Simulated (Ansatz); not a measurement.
```yaml
crystal:
  periodic: [false, false, false]
  atoms:
    - {symbol: Al, position_ang: [-1.172126, -0.006705, 0.001627]}
    - {symbol: Na, position_ang: [1.569383, 0.008977, -0.002178]}
    - {symbol: H, position_ang: [-2.216388, 1.200235, 0.000583]}
    - {symbol: H, position_ang: [-2.202506, -1.225511, 0.005549]}
basis:
  gaussian: {orbitals: def2-TZVP}
hamiltonian: {xc: pbe0}
relax: {f_tol: 0.004, max_steps: 80}
```

```sh
$ ansatz run in.yaml --threads 1 --pin off --events-out ev --progress --plain --max-ram 2176MiB
```

Steps of the relaxation (energy above the last step; positions in Å, forces in eV/Å):

```
4
step 1, 82.7 meV
Al   -1.172   -0.007    0.002   -0.507   -0.003    0.001
Na    1.569    0.009   -0.002    0.498    0.003   -0.001
H    -2.216    1.200    0.001    0.002    0.454   -0.001
H    -2.203   -1.226    0.006    0.007   -0.454    0.001
```

```
4
step 2, 26.1 meV
Al   -1.261   -0.007    0.002   -0.168   -0.001    0.000
Na    1.554    0.009   -0.002    0.275    0.002    0.000
H    -2.165    1.350    0.000   -0.052   -0.226    0.001
H    -2.150   -1.374    0.006   -0.055    0.225    0.000
```

```
4
step 3, 0.9 meV
Al   -1.248   -0.007    0.002   -0.115   -0.001    0.000
Na    1.632    0.009   -0.002    0.061    0.000    0.000
H    -2.210    1.299    0.000    0.027   -0.031    0.000
H    -2.195   -1.324    0.006    0.027    0.031    0.000
```

```
4
step 5, 0.0 meV
Al   -1.256   -0.007    0.002   -0.001    0.000    0.000
Na    1.647    0.009   -0.002    0.000    0.000    0.000
H    -2.213    1.298    0.000    0.001    0.000    0.000
H    -2.198   -1.323    0.006    0.001    0.000    0.000
```

Close pairs at the end: Al1–H4 1.618 Å, Al1–H3 1.618 Å, Al1–Na2 2.903 Å.

A stationary point of restricted PBE0 after 5 steps (its stability towards spin polarisation wasn't tested); no frequencies were run, so it isn't proven a minimum. 11 s on 1 thread of Arm Neoverse V1, shared host.
